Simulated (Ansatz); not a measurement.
# SiNH₃ (triplet): from Hartree-Fock to the top rungs at distance N1–H4 along a hydrogen transfer = 1.213 Å, cc-pVDZ

An exercise on one series of results from a longer session: the logs are not shown, and one member is left open.

Computed with Ansatz 0.2.0, Gaussian basis. Level: cc-pVDZ, core rule «outside noble gas», up to 6 orbitals frozen.

Plan: UHF; CCSD(T) on ROHF; CCSD(T) on UHF; BCCD(T) on ROHF; CISD; CCSDT(Q) on ROHF; CCSDT(Q) on UHF; CASSCF and MRCISD+Q, 4 electrons in 4 orbitals; CASSCF and NEVPT2, 4 electrons in 4 orbitals.

7 further runs of the same task are left out: 6 that didn't finish, 1 set aside as unsound or not needed.

### The geometry

The geometry derives from fragments relaxed apart (PBE0/def2-TZVP) and kept rigid, so it is no stationary point. A hydrogen atom is moved between rigid fragments.

5 atoms, charge 0, spin multiplicity 3.

Atoms are counted from 1 here; the program's logs count them from 0.

Bond lengths: N1–H2 1.012 Å, N1–H3 1.012 Å, N1–H4 1.213 Å. Angles: H2–N1–H3 107.1°, H2–N1–H4 107.1°, H3–N1–H4 107.1°.

Set-up of the first run:

Input file in.yaml:

```yaml
crystal:
  periodic: [false, false, false]
  atoms:
    - {symbol: N, position_ang: [-1.977236, -0.012635, -0.019666]}
    - {symbol: H, position_ang: [-2.274516, 0.955198, -0.019665]}
    - {symbol: H, position_ang: [-2.274515, -0.414935, 0.860594]}
    - {symbol: H, position_ang: [-0.764236, -0.012635, -0.019666]}
    - {symbol: Si, position_ang: [1.176764, -0.012634, -0.019666]}
basis:
  gaussian: {orbitals: cc-pVDZ}
magnetization: {spin_polarized: true, initial_magnetization: 2}
hamiltonian: {xc: hf}
output: {orbitals: {seedname: orbitals}}
```

Command:

```bash
$ ansatz run in.yaml --threads 1 --pin off --events-out ev --progress --plain --max-ram 2393MiB
```

Steps of the session up to this table: UHF; CCSD(T) on ROHF; CCSD(T) on UHF; BCCD(T) on ROHF; CISD; CCSDT(Q) on ROHF; CCSDT(Q) on UHF; CASSCF and MRCISD+Q, 4 electrons in 4 orbitals; CASSCF and NEVPT2, 4 electrons in 4 orbitals.

One of the session's tables, all rows but one given; the rest of the session is left out.

```
       method  from UCCSDT(Q) (kJ/mol)
         ROHF                   +763.0
          UHF                   +751.6
         RMP2                   +113.4
         UMP2                   +112.4
         CISD                    +86.5
        RCCSD                    +22.2
        UCCSD                    +21.9
     RCCSD(T)                     +3.8
     UCCSD(T)                     +3.8
      BCCD(T)                     +3.8
       RCCSDT                     +1.5
       UCCSDT                     +1.5
    RCCSDT(Q)                      0.0
    UCCSDT(Q)                        0
  CASSCF pair                   +694.8
  NEVPT2 pair                   +114.4
  MRCISD pair                    +73.1
MRCISD+Q pair                        ?
```

Q: Estimate the row for MRCISD+Q pair from the others.

As computed: from UCCSDT(Q) (kJ/mol): +6.9. In the column «from UCCSDT(Q) (kJ/mol)» it lies between BCCD(T) (+3.8) and UCCSD (+21.9).

Among the levels timed on like hardware and quicker than the yardstick, those that no quicker one beats, quickest first: NEVPT2 pair (3.6 s, +114.4 kJ/mol); MRCISD+Q pair (4.1 s, +6.9 kJ/mol); BCCD(T) (9 s, +3.8 kJ/mol); UCCSD(T) (13 s, +3.8 kJ/mol).

Limits of these values: Of the multireference levels listed MRCISD+Q pair comes nearest in total energy (+6.9 kJ/mol), which doesn't show that its space is the better one. Restricted and unrestricted rows rest on different reference determinants; where their highest levels disagree by more than a few hundredths of an eV, they describe different states and don't form one ladder.
